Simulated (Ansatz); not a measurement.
Cubic perovskite SrTiO3 (cubic form, which distorts at low temperature) was calculated with LDA (plane waves, PAW; Ansatz, a program for electronic structure).

Run with plane-wave cutoff 520 eV, 10×10×10 k mesh, Fermi–Dirac smearing 0.01 eV, no spin polarisation, scalar-relativistic PAW data made under PBE.

Response to compression and expansion:

```csv
V (Å³/atom),P (GPa),direct gap at Γ (eV),smallest gap on the k mesh (eV)
10.764,14.29,2.217,1.953
10.993,9.00,2.205,1.920
11.222,4.26,2.190,1.886
11.451,0.00,2.173,1.852
11.680,-3.83,2.154,1.818
11.909,-7.26,2.133,1.784
12.138,-10.34,2.110,1.751
```

The fundamental gap (1.85 eV at the equilibrium volume, with added k points) lies elsewhere than Γ–Γ.

Measured, for comparison: band gap 3.59 eV (zero-point renormalisation of 336 meV (experimental, the table's column) added back here, indirect; inputs from Miglio et al. (2020), arXiv:2011.12765).

Note: the relaxation could not lower the start's symmetry, so the cell can be a saddle point above a distorted one.

Spin–orbit coupling is not included.
